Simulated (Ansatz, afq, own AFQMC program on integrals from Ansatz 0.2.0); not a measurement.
Atomization energy of BH₃, triplet

| atom | x (Å) | y (Å) | z (Å) |
| --- | --- | --- | --- |
| B | -0.1149 | 0.0000 | 0.0891 |
| H | 0.3114 | 0.5391 | -0.9919 |
| H | 0.6095 | 0.0000 | 1.0286 |
| H | 0.3113 | -0.5391 | -0.9919 |

Atoms in their ground-state spins without spin–orbit coupling (mostly on UHF) minus the molecule (UHF), without zero-point energy. The geometry is a stationary point, not shown to be a minimum.

Basis aug-cc-pVDZ. Only valence electrons are correlated. Integrals, coupled cluster, full CI and functionals: Ansatz 0.2.0; the random walks run on the same integrals in our own AFQMC program. ph-AFQMC/CISD is guided by a CISD state made of CCSD amplitudes; releasing the constraint for a short imaginary time cuts its bias at the price of noise, slowly where states lie close. Free AFQMC starts from the CCSD state and is never constrained. Its projection time is finite, and what remains of the start isn't in its error. ± is one standard error of the sampling. The errors of all members are added in quadrature.

No full CI on the walks' own integrals is used here; CCSDT(Q) serves as the reference and is uncertain by about the last step of the cluster series. Each member takes its own surest rung, up to full CI.

The best estimate is CCSD(T) at the basis-set limit (CBS: def2-TZVPP and def2-QZVPP, with their diffuse functions for anions and beside diffuse sets, CCSD(T) itself extrapolated) plus the step from CCSD(T) to CCSDT(Q) in aug-cc-pVDZ. Rows without CBS are in aug-cc-pVDZ, the functionals in def2-TZVP; B2PLYP and the wave-function rows carry a basis error of their own. Core correlation and relativity beyond core potentials are missing, and ± holds the sampling alone.

Cautions: BH₃ (triplet): lower spins were not checked.

| level | atomization energy (kcal/mol) |
| --- | --- |
| HF | 146.7 |
| PBE | 199.5 |
| MP2 | 178.7 |

Problem. From these cheaper values, estimate the atomization energy at the level of the best estimate.

Solution. 191.9 kcal/mol (best estimate, highest rung CCSDT(Q)).

| level | atomization energy (kcal/mol) | error against the best estimate (kcal/mol) |
| --- | --- | --- |
| CCSD | 178.4 | -13.5 |
| CCSD(T) | 179.3 | -12.6 |
| ph-AFQMC/CISD | 179.5 ± 0.03 | -12.4 ± 0.03 |
| released AFQMC | 179.5 ± 0.02 | -12.4 ± 0.02 |
| free AFQMC | 179.5 ± 0.02 | -12.4 ± 0.02 |
| HF/CBS | 150.2 | -41.7 |
| MP2/CBS | 191.0 | -0.9 |
| CCSD(T)/CBS | 191.8 | -0.1 |
| r2SCAN | 204.4 | 12.5 |
| PBE0 | 198.0 | 6.1 |
| B3LYP | 197.0 | 5.1 |
| wB97M-V | 194.4 | 2.5 |
| B2PLYP | 192.0 | 0.1 |
| surest rungs in aug-cc-pVDZ | 179.5 | -12.4 |

Correlation beyond CCSD(T) adds 0.1 kcal/mol. Going to the basis-set limit adds 12.4 kcal/mol at CCSD(T). The perturbative (T) step is worth +0.9 kcal/mol. The functionals spread over 12.4 kcal/mol; B2PLYP comes nearest and r2SCAN is 12.5 kcal/mol too high.

Best estimates are given only where the step beyond CCSD(T) is under 0.3 eV and no member's determinant is very poor (T1 over 0.05, or 0.07 for open shells, ⟨S²⟩ too high by 0.3, two states mixed), so the hardest cases are missing from such tables.

The functionals ran in a triple-zeta set and keep a basis error of their own, a few kJ/mol for each bond in atomization energies and more for double hybrids, so close places among them and the extrapolated levels can swap.

Free projections are given only where their last times agree within the noise and don't stop above the reference; a slow remainder of the start can still hide under it. Each member of a difference takes its own highest rung, so a best estimate needn't equal the limit plus the step of one row. A walk keeps the symmetry of its determinant, which the program's search chose and which needn't be the lowest solution, so a lower state of the same spin and another symmetry isn't excluded. Released energies are given only where the last usable release times agree within the noise; a slower fall can still hide under it.
